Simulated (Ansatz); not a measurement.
doublet SiH₂(+): levels of theory in one basis

```csv
atom,x (Å),y (Å),z (Å)
H,0.0206,0.2051,-1.2866
Si,0.0496,-0.4962,-0.0060
H,-0.0467,0.2641,1.2872
```

Basis set: def2-SVP (spherical functions). Frozen core: 5 orbitals. Correlation on ROHF uses semicanonical orbitals with singles. Charge 1, multiplicity 2.

Computed with Ansatz (development build ahead of 0.2.0); each method stands on the lowest determinant of its kind that the runs found.

| method | E − E(ROHF) (eV) | <S²> of the determinant |
| --- | --- | --- |
| ROHF | 0.00 | 0.75 |
| UHF | -0.04 | 0.75 |
| ROHF-MP2 | -1.72 | – |
| UHF-MP2 | -1.72 | 0.75 |

What does ROHF-CCSD(T) give on the same scale?

-2.32 eV.
